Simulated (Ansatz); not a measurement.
Relaxation of C$_{3}$H$_{4}$ClN (9 atoms, charge 0, multiplicity 1), to a largest force component of 0.02 eV/Å in at most 50 steps.

The calculation used UKS r2SCAN-D4/STO-3G in Ansatz 0.2.0.

```xyz
9
Properties=species:S:1:pos:R:3
Cl -1.071 -2.403 -0.768
C -0.256 -1.002 -0.434
N 0.898 -0.611 -0.773
C 0.871 0.663 -0.014
C -0.602 0.195 0.362
H 0.848 1.552 -0.654
H 1.539 0.740 0.817
H -1.386 0.811 -0.037
H -0.753 0.010 1.483
```

Problem. Where does it end, and by what steps?

Solution. It converged. Limits of this set-up: minimal basis. After 5 steps the energy has fallen by 1.076 eV; N3 moved furthest, 0.14 Å.

| step | energy less start (eV) | largest force component (eV/Å) | accepted |
| --- | --- | --- | --- |
| 0 | 0.0000 | 7.517 | yes |
| 1 | -0.9522 | 1.830 | yes |
| 2 | -1.0626 | 0.642 | yes |
| 3 | -1.0727 | 0.246 | yes |
| 4 | -1.0757 | 0.046 | yes |
| 5 | -1.0758 | 0.012 | yes |

```xyz
9
Properties=species:S:1:pos:R:3
Cl -1.123 -2.482 -0.820
C -0.221 -0.986 -0.425
N 1.018 -0.669 -0.819
C 0.826 0.675 -0.008
C -0.623 0.228 0.413
H 0.875 1.555 -0.673
H 1.556 0.755 0.816
H -1.449 0.838 0.010
H -0.771 0.038 1.489
```

Whether the end is a true minimum wasn't checked by a vibrational analysis.

The run took 17 s on 1 CPU thread of a shared host.
